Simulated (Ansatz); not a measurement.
Which is lower?

Two relaxed structures of H₂S₂O, closed shell (PBE0-D4/def2-TZVP; forces vanish, vibrations not checked).

A:

```xyz
5
angstrom
S -0.3452 0.8873 0.3150
O -0.9166 0.1885 -1.0677
S 1.0206 -0.3882 1.0723
H -1.6108 -0.4355 -0.8254
H 2.1070 -0.0093 0.3658
```

B:

```xyz
5
angstrom
S -0.8820 0.2182 -1.1069
O -0.2078 0.7072 0.3389
S 0.9057 -0.2989 1.0682
H -1.7897 -0.6464 -0.6087
H 1.9738 0.0199 0.3084
```

Computed with Ansatz 0.2.0 (basis: def2-TZVPP); correlated methods freeze the cores. B3LYP uses VWN-RPA correlation.

(1) Which structure is lower at CCSD(T), and by how much? (An estimate is asked for; the value comes from the calculation.)

The T1 diagnostic stays at or below 0.016.

Answers

(1) Computed: A, by 30.64 kcal/mol (electronic energy, against the other). By their contacts, A is H₂S₂O ([OH][S][SH]) and B is H₂S₂O ([SH][O][SH]).

All methods give the same order:

```csv
method,E(B) − E(A) (kcal/mol)
PBE-D4,33.83
r2SCAN-D4,34.29
PBE0-D4,34.07
B3LYP-D4,31.36
wB97M-V,31.53
HF,29.52
MP2,32.66
CCSD,30.24
CCSD(T),30.64
```

Labels in which every atom is bracketed show which atoms are joined, not bond orders.

For scale, one of the runs: CCSD(T)/def2-TZVPP, 143 basis functions, launched by `ansatz run in.yaml --threads 2 --pin off --events-out ev --progress --plain --max-ram 4352MiB`. The run took 14 s on 2 CPU threads of an Intel Xeon Platinum 8259CL (shared host), with 0.8 GiB of host memory at its peak.
